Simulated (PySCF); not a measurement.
Fill in the blanks.

Species: H2PO (doublet state).
SMILES: `O=[PH2]`

```tsv
property	level	value
point group	PBE0-D3(BJ)/def2-SVP	?
rotational constants A, B, C	PBE0-D3(BJ)/def2-SVP	?
dipole moment	PBE0-D3(BJ)/def2-SVP	?
isotropic g value	unrestricted B3LYP/IGLO-III on O P, pcH-1 on H, mean-field spin–orbit	?
spin squared ⟨S²⟩	unrestricted B3LYP/IGLO-III on O P, pcH-1 on H	?
largest isotropic hyperfine couplings (means over sets of like nuclei)	unrestricted B3LYP/IGLO-III on O P, pcH-1 on H, mean-field spin–orbit	31P +1002.9, 1H +120.4 (×2), 17O -24.2 MHz
```

Electronic properties: PySCF, gas phase, density fitting. Isolated species at its PBE0-D3(BJ)/def2-SVP geometry, gas phase. The unpaired spin is shared among atoms: the largest Mulliken spin population is 0.53.

(1) Give the isotropic g value.

(2) What are the rotational constants A, B, C?

(3) Give the dipole moment.

(4) The spin squared ⟨S²⟩?

(5) What is the point group?

Answers

(1) 2.00562.

(2) 151.455, 18.387, 17.372 GHz.

(3) 2.92 D.

(4) 0.756.

(5) Cs.

⟨S²⟩ is 0.006 above the pure-spin value S(S + 1) = 0.75. g_iso is shifted by about +3300 ppm from the free-electron value 2.002319. With B = h/(8π²I), that is 505.379 GHz u Å² over I, the principal moments of inertia are 3.34, 27.5 and 29.1 u Å² (most abundant isotopes); the inertial defect Ic − Ia − Ib is -1.7 u Å² (zero for a rigid planar frame, negative otherwise). At 9.50 GHz, hν = g·μB·B₀ (B₀ the magnetic field) puts the centre of the isotropic spectrum, to first order, at 338.4 mT.
